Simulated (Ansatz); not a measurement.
fcc Sr, treated with HSE06 (Ansatz, an electronic-structure program, plane waves, PAW).

Settings: plane-wave cutoff 460 eV, 10×10×10 k mesh, Fermi–Dirac smearing 0.05 eV, scalar-relativistic PAW data made under PBE.

Energies at three volumes about the minimum:

| V (Å³/atom) | E − E_lowest (meV/atom) |
|---|---|
| 56.423 | 0.46 |
| 57.367 | 0.00 |
| 58.801 | 1.41 |

### Question
Fit a parabola by hand: where is the minimum, what lattice constant follows, and what is the bulk modulus?

### Answer
Slopes: (0.00 − 0.46)/(57.367 − 56.423) = -0.487 and (1.41 − 0.00)/(58.801 − 57.367) = 0.983 meV/Å³. Curvature E″ = 2 × (0.983 − (-0.487))/(58.801 − 56.423) = 1.236 meV/Å⁶. From the middle of the first interval, the slope vanishes at V0 = 56.8950 − (-0.487)/1.236 = 57.289 Å³/atom. B = V0 E″ = 57.289 × 1.236 meV/Å³ × 0.1602 GPa per meV/Å³ = 11.3 GPa. With 4 atoms in the cube, a = (4 × 57.289)^(1/3) = 6.119 Å. The full Birch–Murnaghan fit to all volumes gives V0 = 57.275 Å³/atom and B0 = 11.5 GPa.

Measured, for comparison: bulk modulus 12.5 GPa (corrected for temperature and zero-point phonon effects, sources range from 12.0 to 12.5; as tabulated in Levämäki et al. (2014), arXiv:1402.3671); lattice constant a 6.045 Å (low-temperature or extrapolated to 0 K; zero-point anharmonic expansion removed; as tabulated in Csonka et al. (2009), arXiv:0903.4037). Computed less measured: bulk modulus -8 % (-4.2 % to -8 % over the range).
